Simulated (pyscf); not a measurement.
**Substitution at Si: `[CH3][SiH3]` + `[H]` [doublet] → `[CH3][SiH3]` + `[H]` [doublet]**

Gas phase, doublet surface, charge 0. Bonds broken: Si2–H6. Bonds formed: Si2–H9. Optimised with ωB97X-D3(BJ)/def2-SVP in PySCF. MP2 and CC: frozen core, UHF for open shells. ΔMP2 is the change of the MP2 total energy from the triple- to the quadruple-zeta basis.

Transition state (Å):

```xyz
9

C     -1.2097    -0.4569     0.0196
Si     0.1979     0.5844    -0.7319
H     -1.4069    -1.3267    -0.6270
H     -2.1314     0.1435     0.0789
H     -0.9534    -0.8035     1.0317
H      0.3613     1.4834     0.5700
H      1.4959    -0.1459    -0.7786
H     -0.2946     0.7002    -2.1684
H      0.5850     2.1569    -1.0048
```

One imaginary mode, 458i cm⁻¹; descent along it reached the two sides named.

```
bond    change  reactant side (Å)  saddle  product side
------  ------  -----------------  ------  ------------
Si2–H6  breaks              1.494   1.591           3.7
Si2–H9   forms                5.0   1.642         1.494
```

Electronic energies relative to the separated reactants (kcal/mol):

```
level                             barrier  reaction energy  reverse barrier
--------------------------------  -------  ---------------  ---------------
ωB97X-D3(BJ)/def2-TZVP               11.7              0.0             11.7
PBE/def2-TZVP                         5.0              0.0              5.0
r²SCAN/def2-TZVP                      4.4              0.0              4.4
B3LYP-D3(BJ)/def2-TZVP                7.5              0.0              7.5
PBE0-D3(BJ)/def2-TZVP                 8.0              0.0              8.0
M06-2X/def2-TZVP                     12.5              0.0             12.5
ωB97M-D3(BJ)/def2-TZVP               11.6              0.0             11.6
HF/def2-TZVP                         28.5              0.0             28.5
MP2/def2-QZVPP                       17.0              0.0             17.0
CCSD/def2-TZVPP                      14.7              0.0             14.7
CCSD(T)/def2-TZVPP                   13.5              0.0             13.5
CCSD(T)/def2-TZVPP + ΔMP2(QZVPP)     12.9              0.0             12.9
```

With CCSD(T)/def2-TZVPP + ΔMP2(QZVPP) energies and thermal terms (ideal gas, 1 atm, RRHO with modes under 100 cm⁻¹ raised to 100, one conformer, R ln 2 for chiral ones without a mode under 150 cm⁻¹), in kcal/mol:

| T (K) | ΔH‡ | ΔG‡ | ΔH | ΔG |
|---|---|---|---|---|
| 298 | 12.5 | 18.5 | 0.0 | 0.0 |
| 600 | 11.9 | 24.8 | 0.0 | 0.0 |
| 900 | 11.6 | 31.3 | 0.0 | 0.0 |
| 1200 | 11.3 | 37.9 | 0.0 | 0.0 |

The same reactants have a lower exit, to H₃C–SiH₂• + H₂ (barrier +4.7 kcal/mol at ωB97M-D3(BJ)/def2-TZVP, against +11.6 kcal/mol here). This is the saddle that the search found; another between the same sides may lie lower. The angle at the attacked Si is 65° (front-side attack). The CCSD(T) − MP2 part came from Ansatz, without density fitting, on the same reference.
